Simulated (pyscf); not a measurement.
Thermochemistry of product channels of H₃C–Si:–CH₃ [singlet] + methyl (CH₃•) on the doublet surface, in kJ/mol, from ωB97M-D3(BJ)/def2-TZVP energies (ideal gas, 1 atm, RRHO with modes under 100 cm⁻¹ raised to 100, one conformer, R ln 2 for rigid chiral ones). Structures and frequencies: ωB97X-D3(BJ)/def2-SVP in PySCF.

```json
[
 {"products": "•H₂C–SiH(CH₃)–CH₃", "ΔE": "-238.3", "ΔH(298 K)": "-231.7", "ΔG(298 K)": "-189.1", "ΔG(600 K)": "-146.2"},
 {"products": "H₃C–Si•(CH₃)–CH₃", "ΔE": "___", "ΔH(298 K)": "-256.5", "ΔG(298 K)": "-210.3", "ΔG(600 K)": "-163.0"}
]
```

Problem. Some entries are withheld; supply them.

Solution. 
- H₃C–Si•(CH₃)–CH₃, ΔE: -274.4

These are energies of the channels, which say nothing of barriers. H₃C–Si:–CH₃ [singlet] lies 30.9 kJ/mol over its isomer H₂C=CH–SiH₃, and others may lie lower still (electronic energy, ωB97M-D3(BJ)).
